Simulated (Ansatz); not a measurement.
# Molecular dynamics, step by step

SiNH4Cl, closed shell, PBE0-D4/def2-SVP (Ansatz 0.2.0). Settings (timestep in fs, temperature in K; T counts 15 degrees of freedom):

```yaml
hamiltonian: {xc: pbe0, dispersion: d4}
md: {n_steps: 30, timestep: 1.0, temperature: 200, ensemble: nve, seed: 34, initial_velocities: maxwell_boltzmann}
```

Start, the saddle point found with PBE0-D4 in triple zeta (not stationary at another level):

```xyz
7
angstrom
Si -0.4335 -0.2242 0.0378
H 0.4610 0.6108 1.2889
N 0.7279 0.2170 -0.9808
H 0.8461 0.7931 0.4959
H -1.7483 0.4151 0.2809
Cl -0.6329 -2.0842 0.8604
H 0.7797 0.2725 -1.9832
```

| step | time (fs) | potential energy less the start (meV) | kinetic energy (meV) | T (K) |
| --- | --- | --- | --- | --- |
| 0 | 0.00 | 0.0 | 129.3 | 200 |
| 2 | 2.00 | 25.3 | 105.5 | 163 |
| 4 | 4.00 | 9.8 | 122.6 | 190 |
| 6 | 6.00 | -138.4 | 272.2 | 421 |
| 8 | 8.00 | -556.3 | 699.5 | 1082 |
| 10 | 10.00 | -1674.7 | 1781.9 | 2757 |
| 12 | 12.00 | -2046.4 | 2212.2 | 3423 |
| 14 | 14.00 | -2367.0 | 2454.2 | 3797 |
| 16 | 16.00 | -1472.5 | 1610.7 | 2492 |
| 18 | 18.00 | -1519.9 | 1656.3 | 2563 |
| 20 | 20.00 | -2533.5 | 2638.7 | 4083 |
| 22 | 22.00 | -2026.3 | 2127.2 | 3291 |
| 24 | 24.00 | -2648.2 | 2663.2 | 4121 |
| 26 | 26.00 | -1604.4 | 1746.3 | 2702 |
| 28 | 28.00 | -1058.3 | 1210.0 | 1872 |
| 30 | 30.00 | -1995.9 | 2111.1 | 3266 |

Step 4, positions (Å) and forces (eV/Å):

```json
{"atom": "Si1", "x": "-0.437", "y": "-0.231", "z": "0.048", "Fx": "0.700", "Fy": "-0.182", "Fz": "0.138"}
{"atom": "H2", "x": "0.439", "y": "0.571", "z": "1.285", "Fx": "-0.188", "Fy": "-0.014", "Fz": "-0.256"}
{"atom": "N3", "x": "0.731", "y": "0.216", "z": "-0.987", "Fx": "0.217", "Fy": "0.273", "Fz": "0.167"}
{"atom": "H4", "x": "0.813", "y": "0.792", "z": "0.395", "Fx": "0.611", "Fy": "0.105", "Fz": "-0.671"}
{"atom": "H5", "x": "-1.714", "y": "0.363", "z": "0.286", "Fx": "-1.177", "Fy": "0.568", "Fz": "0.021"}
{"atom": "Cl6", "x": "-0.633", "y": "-2.077", "z": "0.857", "Fx": "-0.057", "Fy": "-0.791", "Fz": "0.157"}
{"atom": "H7", "x": "0.850", "y": "0.318", "z": "-1.995", "Fx": "-0.106", "Fy": "0.041", "Fz": "0.444"}
```

Step 18, positions (Å) and forces (eV/Å):

| atom | x | y | z | Fx | Fy | Fz |
| --- | --- | --- | --- | --- | --- | --- |
| Si1 | -0.470 | -0.225 | 0.134 | 1.922 | 2.362 | 0.312 |
| H2 | 0.034 | 0.439 | 1.371 | -0.179 | 0.282 | -0.071 |
| N3 | 0.776 | 0.237 | -1.009 | 4.171 | 3.800 | -1.206 |
| H4 | 1.759 | 1.132 | -0.940 | -4.088 | -3.711 | 1.227 |
| H5 | -1.825 | 0.216 | -0.181 | -0.485 | 0.048 | -0.493 |
| Cl6 | -0.636 | -2.094 | 0.848 | -0.017 | -1.603 | -0.157 |
| H7 | 0.847 | 0.397 | -2.025 | -1.323 | -1.179 | 0.388 |

Step 22, positions (Å) and forces (eV/Å):

| atom | x | y | z | Fx | Fy | Fz |
| --- | --- | --- | --- | --- | --- | --- |
| Si1 | -0.479 | -0.200 | 0.168 | 2.264 | 2.669 | -0.570 |
| H2 | -0.104 | 0.522 | 1.555 | -0.582 | -0.392 | -1.628 |
| N3 | 0.844 | 0.288 | -1.045 | -13.302 | -7.953 | -1.137 |
| H4 | 1.565 | 0.755 | -1.061 | 10.103 | 6.427 | 0.765 |
| H5 | -1.824 | 0.108 | -0.520 | 0.833 | -0.114 | 0.472 |
| Cl6 | -0.638 | -2.115 | 0.844 | 0.112 | -0.851 | -0.167 |
| H7 | 0.537 | 0.139 | -2.069 | 0.572 | 0.214 | 2.266 |

Last step (30):

| atom | x (Å) | y (Å) | z (Å) |
| --- | --- | --- | --- |
| Si1 | -0.4625 | -0.1196 | 0.2180 |
| H2 | -0.5759 | 0.6267 | 1.4086 |
| N3 | 0.8149 | 0.3089 | -1.1013 |
| H4 | 1.9544 | 0.4908 | -1.1148 |
| H5 | -1.4719 | -0.1211 | -0.8870 |
| Cl6 | -0.6397 | -2.1639 | 0.8346 |
| H7 | 0.2730 | -0.2933 | -1.7631 |

The run took about 29 s on 2 CPU threads of an Arm Neoverse V2 (shared host).
